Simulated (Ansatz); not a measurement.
Molecule: LiH, net charge -1, doublet state. 
Structure (B3LYP-D3(BJ)/def2-TZVP (Ansatz, an electronic-structure program) minimum search):
```xyz
2

Li     0.0000     0.0000    -0.4240
H      0.0000     0.0000     1.2719
```
Charge -1, spin multiplicity 2.

Basis-set convergence of Hartree-Fock and MP2 correlation energies (hartree) with Ansatz. Valence correlation only, unless marked. UHF or UKS for open shells. Spin-orbit coupling is left out. No relativistic terms.

```tsv
basis	functions	E(HF)	E(corr, MP2)
def2-SVPD	20	-7.98459	-0.02453
def2-TZVPPD	39	-7.98970	-0.02832
def2-QZVPPD	68	-7.99374	-0.02992
```

Extrapolating the two largest sets (X = 3 and 4) as X^-3: E(corr) = (64·(-0.02992) - 27·(-0.02832))/37 = -0.0311 Eh, an estimate of the basis-set limit. The largest set recovers 96.2 % of it, the smallest 78.9 %.
